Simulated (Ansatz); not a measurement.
**AlNH₃ radical: basis-set convergence**

An exercise on one series of results from a longer session: the logs are not shown, and one member is left open.

Computed with Ansatz 0.2.0, Gaussian basis. Level: one geometry, several basis sets.

Plan: PBE0-D4/def2-SVP; ωB97M-V/def2-SVP; PBE0-D4/def2-QZVPP; ωB97M-V/def2-QZVPP; CCSD(T)/cc-pV(D+d)Z; CCSD(T)/cc-pV(T+d)Z; MP2/cc-pV(Q+d)Z; the functionals' def2-TZVPP values are taken from earlier runs.

2 further runs of the same task are left out: 2 that didn't finish.

### Structure used throughout

The geometry comes from an earlier relaxation with PBE0-D4 in a triple-zeta def2 set; it is a stationary point.

SMILES `[NH2][AlH]`, 5 atoms, charge 0, spin multiplicity 2.

Atoms are counted from 1 here; the program's logs count them from 0.

Bond lengths: N1–Al2 1.774 Å, N1–H3 1.007 Å, N1–H4 1.009 Å, Al2–H5 1.604 Å. Angles: Al2–N1–H3 125.4°, Al2–N1–H4 124.3°, H3–N1–H4 110.2°, N1–Al2–H5 115.7°.

As a file:

```
N    -0.11662   -0.66084    0.17506
Al    0.83657    0.83386    0.12076
H     0.14854   -1.50532    0.65547
H    -1.01034   -0.78283   -0.27742
H     0.19176    2.04143   -0.71537
```

Set-up of the first run:

Contents of in.yaml:

```yaml
crystal:
  periodic: [false, false, false]
  atoms:
    - {symbol: N, position_ang: [-0.116621, -0.660837, 0.175058]}
    - {symbol: Al, position_ang: [0.836567, 0.833859, 0.120762]}
    - {symbol: H, position_ang: [0.148535, -1.505320, 0.655472]}
    - {symbol: H, position_ang: [-1.010336, -0.782830, -0.277420]}
    - {symbol: H, position_ang: [0.191755, 2.041428, -0.715370]}
basis:
  gaussian: {orbitals: def2-SVP}
magnetization: {spin_polarized: true, initial_magnetization: 1}
hamiltonian: {xc: pbe0, dispersion: d4}
output: {orbitals: {seedname: orbitals}}
```

Steps of the session up to this table: PBE0-D4 in def2-SVP; ωB97M-V in def2-SVP; PBE0-D4 in def2-QZVPP; ωB97M-V in def2-QZVPP.

One of the session's tables, all rows but one given; the rest of the session is left out.

It belongs to the step «Functionals by basis». 

| functional | basis | HOMO (eV) | LUMO (eV) |
| --- | --- | --- | --- |
| PBE0-D4 | def2-SVP | -5.41 | -1.94 |
| PBE0-D4 | def2-TZVPP | -5.49 | -1.99 |
| PBE0-D4 | def2-QZVPP | -5.52 | -2.03 |
| ωB97M-V | def2-SVP | -7.01 | -0.45 |
| ωB97M-V | def2-TZVPP | ? | ? |
| ωB97M-V | def2-QZVPP | -7.17 | -0.62 |

Estimate the missing values for ωB97M-V, def2-TZVPP.

As computed: HOMO (eV): -7.10; LUMO (eV): -0.51. In the column «HOMO (eV)» it lies between ωB97M-V, def2-QZVPP (-7.17) and ωB97M-V, def2-SVP (-7.01).
